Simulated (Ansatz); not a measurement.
# AlCl2 radical: an energy map over two coordinates

A grid of calculations on AlCl₂, SMILES [Cl][Al][Cl], spin multiplicity 2, to see where the energy is lowest and how it rises around there.

Computed with Ansatz 0.2.0. Level: UKS r2SCAN0-D4/def2-TZVP.

## Step 1: Starting geometry

3 atoms, charge 0, spin multiplicity 2.

Atoms are counted from 1 here; the program's logs count them from 0.

Bond lengths: Cl1–Al2 2.127 Å, Al2–Cl3 2.127 Å. Angles: Cl1–Al2–Cl3 119.6°.

Geometry (Å):

```xyz
3

Cl    0.5847   -1.8309    0.1108
Al    0.3990    0.2832    0.2518
Cl   -1.3083    1.2448   -0.5755
```

## Step 3: Plan of the scan

- angle Cl1–Al2–Cl3 (carried through 180): 13 values from 100.5 to 259.5 °
- change of the bonds Al2–Cl1, Al2–Cl3, all alike: 13 values from −0.230 to 0.356 Å

Nothing else is relaxed (all other coordinates rigid). Energies count from the relaxed molecule at the same level. Points are written as (first, second).

(The set-up runs are not shown.)

## Step 4: The run at (100.5°, −0.084 Å)

input.yaml reads:

```yaml
crystal:
  periodic: [false, false, false]
  atoms:
    - { symbol: Cl, position_ang: [0.281388, -1.702557, -0.041082] }
    - { symbol: Al, position_ang: [0.399366, 0.283458, 0.252037] }
    - { symbol: Cl, position_ang: [-1.310956, 0.884601, -0.61833] }
magnetization:
  spin_polarized: true
  initial_magnetization: 1
basis:
  gaussian: { orbitals: def2-TZVP }
hamiltonian:
  xc: { name: r2SCAN0 }
  dispersion: d4
output:
  forces: true
```

Launch:

```bash
$ ansatz run input.yaml --threads 1 --pin off --max-ram 2560MiB --backend cpu --events-out ev --progress --plain --runs-dir out
```

Further runs follow: the other points that were computed.

What does the calculation give? Wanted: lowest point; highest computed point; dipole moment.

**Answer**, as computed:

| quantity | value |
| --- | --- |
| lowest point | (113.8°, 0.014 Å), 0.31 kcal/mol |
| highest computed point | (180.0°, −0.230 Å), 53.2 kcal/mol above the lowest |
| dipole moment (D) | 0.00 at (180.0°, −0.230 Å) to 4.30 at (100.5°, 0.356 Å); 1.83 at the lowest point |
| time for the whole task | 15 min on 1 thread, shared host |

**Reading.** The lowest computed point is at (113.8°, 0.014 Å), 0.31 kcal/mol from the relaxed molecule at the same level; the map holds 2 wells of about this depth. The grid is coarse, so the lowest point of the scanned range may lie between grid points; coordinates that were held can hide deeper minima. The grid shows no well of another kind. The highest computed point, (180.0°, −0.230 Å), lies 53.2 kcal/mol above the lowest. On the interpolated surface the easiest way out of the lowest well to a well of the same energy at (246.2°, 0.014 Å) passes a barrier of about 19 kcal/mol. Round the minimum the two coordinates are nearly uncoupled.
